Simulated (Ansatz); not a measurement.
fcc Ir was calculated with r²SCAN (plane waves, PAW; Ansatz, a program for electronic structure).

Numerical settings: plane-wave cutoff 500 eV, 20×20×1 k mesh (along the axes of the cell as run), Fermi–Dirac smearing 0.1 eV, scalar-relativistic PAW data made under PBE.

Estimate the surface energy of the (100) face and work function of the (100) face that the calculation returns.


- surface energy of the (100) face: 3.17 J/m²
- work function of the (100) face: 5.64 eV

The slab of 8 atoms is relaxed and unreconstructed.

Spin–orbit coupling is not included.

The result took about 21 core-minutes (a rough figure).
